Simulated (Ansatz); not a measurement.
A made-up structure of B2H5O (charge +1), closed shell:

| atom | x (Å) | y (Å) | z (Å) |
| --- | --- | --- | --- |
| B1 | -0.5699 | 0.6939 | -0.7178 |
| B2 | -0.2730 | 0.0578 | 0.5081 |
| O3 | 0.7751 | -0.7351 | 0.3283 |
| H4 | -1.3783 | 0.1017 | -1.4161 |
| H5 | -0.0223 | 1.7741 | -0.8757 |
| H6 | -0.8457 | 0.1627 | 1.6265 |
| H7 | 1.3729 | -0.9518 | -0.5069 |
| H8 | 0.9412 | -1.1033 | 1.0536 |

It is relaxed with PBE-D4/def2-SVP and then PBE0-D4/def2-TZVP (Ansatz 0.2.0). Atoms count as bonded within 1.22 times the sum of their covalent radii (H–H: 0.88 Å). The end point is not checked to be a true minimum.

Problem. Does its bonding change? (Judge from chemistry; the calculation decides.)

Solution. The calculation gives: No: no bond forms or breaks.

Where it ends: The first stage lowers the energy by 2.82 eV in 7 steps. It ends as B₂H₅O ([BH2][BH][OH2]), total charge +1:
B1  (-0.713, 0.860, -0.873)
B2  (-0.238, 0.036, 0.488)
O3  (0.890, -0.883, 0.498)
H4  (-1.536, 0.399, -1.603)
H5  (-0.280, 1.947, -1.104)
H6  (-0.729, 0.086, 1.568)
H7  (1.445, -1.084, -0.275)
H8  (1.160, -1.361, 1.301)
(Å)

Labels in which every atom is bracketed show which atoms are joined, not bond orders.

For scale, one of the runs: PBE0-D4/def2-TZVP relaxation, 123 basis functions, launched by `ansatz run in.yaml --threads 2 --pin off --events-out ev --progress --plain --max-ram 4352MiB`. Hardware: 2 CPU threads of an Arm Neoverse V2, shared host. Wall time about 8 s.
